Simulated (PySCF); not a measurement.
Process, species as SMILES: C=O (CH2-O) → [CH-]=O + H+
B3LYP-D3(BJ)/def2-TZVP geometries, fixed; electronic energies without zero-point terms.
Largest species:
```
C
O 1 1.1989
H 1 1.1075 2 122.05
H 1 1.1075 3 115.91 2 180.00
```
Charge 0, spin multiplicity 1.

Basis-set convergence of the deprotonation energy at PBE with PySCF. All functions are spherical. Density fitting with generated auxiliary sets. No added dispersion term, no relativity. Functions are those of the species that has most. Reference: the value in aug-cc-pVQZ, 397.48 kcal/mol, itself unsure by roughly 2.79 kcal/mol (its distance from def2-QZVPPD). Deviations are taken from unrounded values. Cost is core time over that of def2-TZVPD, rough, on shared machines of one kind; a dash marks a row that isn't timed (too short, read off another run, short of memory, by another algorithm or on other hardware).

| basis | functions | deprotonation energy (kcal/mol) | minus reference (kcal/mol) | cost |
|---|---|---|---|---|
| cc-pVDZ | 38 | 417.20 | 19.72 | 0.4× |
| pcseg-1 | 38 | 410.48 | 13.00 | - |
| aug-pcseg-1 | 64 | 395.37 | -2.11 | 0.6× |
| 6-311++G(2d,2p) | 74 | 398.09 | 0.62 | 0.5× |
| def2-TZVPD | 95 | 400.71 | 3.23 | 1× |
| jun-cc-pV(T+d)Z | 106 | 398.19 | 0.71 | 0.7× |
| 6-311++G(3df,3pd) | 114 | 398.30 | 0.83 | 1× |
| def2-QZVPP | 174 | 402.84 | 5.36 | 2× |
| aug-cc-pVQZ | 252 | 397.48 | 0.00 | 6× |
